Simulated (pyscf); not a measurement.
Optimised with ωB97X-D3(BJ)/def2-SVP in PySCF. MP2 and CC: frozen core, UHF for open shells. ΔMP2 is the change of the MP2 total energy from the triple- to the quadruple-zeta basis.

**Question.** What is the homolytic dissociation enthalpy (298 K, CCSD(T)/def2-TZVPP + ΔMP2(QZVPP)) of the Cl–Si bond of O=Si(Cl)–Cl (SMILES O=[Si](Cl)Cl), to [O=Si–Cl]• + Cl•?

**Answer.** Cl–Si to [O=Si–Cl]• + Cl•: 422.0 kJ/mol. The radicals are drawn with the spin at the cut bond; how far it spreads was not checked. The CCSD(T) − MP2 part came from Ansatz, without density fitting, on the same reference. Left out: the spin-orbit lowering of Cl.
